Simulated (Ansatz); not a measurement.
# PH− (quartet): wave-function methods side by side, aug-cc-pVDZ

How much of the correlation energy of PH− (quartet) does each wave-function method recover here?

The runs use Ansatz 0.2.0, Gaussian basis; aug-cc-pVDZ, core rule «outside noble gas», up to 5 orbitals frozen.

Plan: UHF; CCSD(T) on ROHF; CCSD(T) on UHF; BCCD(T) on ROHF; CISD as a restricted active space (open shells left free, so some higher excitations enter); CCSDT(Q) on ROHF; CCSDT(Q) on UHF; CASSCF and MRCISD+Q, 7 electrons in 5 orbitals; CASSCF and NEVPT2, 7 electrons in 5 orbitals.

13 further runs of the same task are left out: 8 that didn't finish, 5 set aside as unsound or not needed. Runs told in other sessions of the task aren't counted.

## Step 1: The system

The geometry is a PBE0/def2-TZVPD stationary point (not a proven minimum).

2 atoms, charge -1, spin multiplicity 4.

Atoms are counted from 1 here; the program's logs count them from 0.

Bond lengths: P1–H2 1.559 Å.

## Step 2: UHF

in.yaml

```yaml
crystal:
  periodic: [false, false, false]
  atoms:
    - {symbol: P, position_ang: [0.000000, 0.000000, 0.000000]}
    - {symbol: H, position_ang: [0.000000, 0.000000, 1.558600]}
basis:
  gaussian: {orbitals: aug-cc-pVDZ}
total_charge: -1
magnetization: {spin_polarized: true, initial_magnetization: 3}
hamiltonian: {xc: hf}
output: {orbitals: {seedname: orbitals}}
```

Run with:

```sh
$ ansatz run in.yaml --threads 1 --pin off --events-out ev --progress --plain --max-ram 2393MiB
```

The runs that follow: CCSD(T) on ROHF; CCSD(T) on UHF; BCCD(T) on ROHF; CISD as a restricted active space (open shells left free, so some higher excitations enter); CCSDT(Q) on ROHF; CCSDT(Q) on UHF; CASSCF and MRCISD+Q, 7 electrons in 5 orbitals; CASSCF and NEVPT2, 7 electrons in 5 orbitals.

Q: Predict the results of all the runs planned. Wanted: UCCSDT(Q) from the RHF energy; RMP2 from UCCSDT(Q); UMP2 from UCCSDT(Q); RCCSD from UCCSDT(Q); RCCSD(T) from UCCSDT(Q); UCCSD(T) from UCCSDT(Q); RCCSDT(Q) from UCCSDT(Q); NEVPT2 valence from UCCSDT(Q); MRCISD+Q valence from UCCSDT(Q).

As calculated:

| quantity | value |
| --- | --- |
| UCCSDT(Q) from the ROHF energy | -3.5691 eV |
| RMP2 from UCCSDT(Q) | +780.9 meV |
| UMP2 from UCCSDT(Q) | +811.5 meV |
| RCCSD from UCCSDT(Q) | +131.3 meV |
| RCCSD(T) from UCCSDT(Q) | +28.4 meV |
| UCCSD(T) from UCCSDT(Q) | +28.0 meV |
| RCCSDT(Q) from UCCSDT(Q) | +0.3 meV |
| NEVPT2 valence from UCCSDT(Q) | +1071.7 meV |
| MRCISD+Q valence from UCCSDT(Q) | -3.9 meV |
| levels within 1 kcal/mol (43 meV) | RCCSD(T), UCCSD(T), BCCD(T), RCCSDT, UCCSDT, RCCSDT(Q), MRCISD+Q valence |
| T1 diagnostic | 0.035 |
| effectively unpaired electrons | 3.00 |

What this shows: RCCSD(T) misses by +28.4 meV, 0.8 % of the correlation energy. One determinant dominates. Of the multireference levels listed MRCISD+Q valence comes nearest in total energy (-3.9 meV), which doesn't show that its space is the better one. These misses are within one basis, not against nature; the frozen cores of restricted and unrestricted runs differ, which can shift their rows. The highest orbital lies above zero: the basis alone holds the extra electron.

With open shells the CI space here admits some higher excitations, so it is larger than plain CISD.
